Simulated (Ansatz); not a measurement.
# HO–N–Si, singlet in cc-pVDZ: errors against RCCSDTQ

Geometry: a PBE0/def2-TZVP stationary point for this spin, not checked as a minimum.

| atom | x (Å) | y (Å) | z (Å) |
| --- | --- | --- | --- |
| O | 0.0000 | -0.2872 | 0.9608 |
| N | 0.0000 | -0.1547 | -0.3644 |
| Si | 0.0000 | -0.1669 | -1.9186 |
| H | 0.0000 | 0.6087 | 1.3221 |

Basis cc-pVDZ; Ansatz 0.2.0. Correlated methods freeze the noble-gas cores, which leaves 16 electrons in 44 orbitals. Prefix R: restricted or restricted open-shell reference; prefix U: unrestricted.

Full CI isn't at hand for all of this; RCCSDTQ serves as the reference, and is uncertain by about the last step of the cluster series. The frozen core follows each run's orbitals, which can shift R against U totals by a few meV.

The UHF ⟨S²⟩ is 0.074. The T1 diagnostic (RCCSD) is 0.0244 and the largest doubles amplitude (RCCSD) is 0.093.

| level | E − E(RCCSDTQ) (meV) | share of correlation (%) | wall time |
| --- | --- | --- | --- |
| RHF | 13014 | 0.00 | – |
| UHF | 13011 | 0.02 | 1 s |
| RMP2 | 945 | 92.74 | – |
| CISD | 2015 | 84.52 | 2 s |
| RCCSD | 564 | 95.67 | – |
| RCCSD(T) | 73 | 99.44 | 1.8 s |
| BCCD(T) | 71 | 99.45 | 0.87 s |
| RCCSDT | 57 | 99.56 | – |
| RCCSDT(Q) | -13 | 100.10 | 7.5 s (H100) |

The correlation energy at RCCSDTQ, counted from RHF, is -13.014 eV. That run took 3.1 min on 2 threads of AMD EPYC 7R13 with a shared H100 80 GB, shared host.

Times hold each run's SCF and search for its determinant on a shared host, so for small cases they say little of a method's own cost; rows without a card ran on 1 thread of AMD EPYC 7R13.

Atomization energy (electronic, same basis, no zero-point term; atoms at the same level, unrestricted beside the R rows where the molecule is a closed shell, with restricted open-shell steps beyond CCSDT(Q)) at RCCSDTQ: 1046.6 kJ/mol. Errors of other levels:

```csv
level,error (kJ/mol)
RHF,-544.2
UHF,-543.9
RMP2,48.9
CISD,-177.7
RCCSD,-46.0
RCCSD(T),-4.9
BCCD(T),-4.4
RCCSDT,-5.0
RCCSDT(Q),1.3
```

This basis is far from its limit, so the value isn't to be set against a measured one. Truncated CI isn't size-consistent, which counts against it in atomization.
